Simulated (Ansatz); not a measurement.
Energy needed to pull apart CH₄B (SMILES B[CH2]), doublet, into free ground-state atoms, from the structure below (displaced at random from a GFN2-xTB minimum); no zero-point or spin–orbit terms; open-shell atoms are treated unrestricted, in their ground-state multiplicity.

```xyz
6
angstrom
B 0.1260 -0.8266 0.1082
C 0.0520 0.8154 0.0627
H 1.0557 -1.2288 -0.2562
H -0.9341 -1.6212 0.2448
H 0.8435 1.3974 -0.6277
H -0.8623 1.4721 0.2636
```

Ansatz 0.2.0; basis: def2-TZVPP; cores frozen in the correlated methods; orbitals are unrestricted.

| method | atomization energy (kcal/mol) |
| --- | --- |
| PBE-D4 | 475.6 |
| r2SCAN-D4 | ? |
| PBE0-D4 | 471.0 |
| HSE06-D4 | ? |
| CAM-B3LYP-D4 | 473.1 |
| wB97M-V | 469.4 |
| HF | 369.1 |
| MP2 | 456.6 |
| CCSD | 452.6 |
| CCSD(T) | 456.3 |

Task: What does HSE06-D4 give? (Judge from chemistry; the value comes from the calculation.)

Result: Computed: 471.3 kcal/mol, which is about 15.0 kcal/mol more than CCSD(T)/def2-TZVPP.

Task: What does r2SCAN-D4 give? (To be estimated.)

Result: Computed: 473.8 kcal/mol, which is about 17.5 kcal/mol more than CCSD(T)/def2-TZVPP.

In triple zeta the MP2 and coupled-cluster atomization energies are still short of their basis limit by a few kcal/mol a bond, whereas those of the functionals are nearly converged, so these differences are not deviations from converged CCSD(T).

The T1 diagnostic stays at or below 0.016. ⟨S²⟩ of the unrestricted Hartree–Fock references: 0.76 (a pure state has 0.75).

For scale, one of the runs: CCSD(T)/def2-TZVPP forces, 118 basis functions (an equivalent command: `ansatz run in.yaml --threads 4`). Time: 26 s of wall clock on 4 CPU threads; the host was shared. Peak host memory: 1.9 GiB.
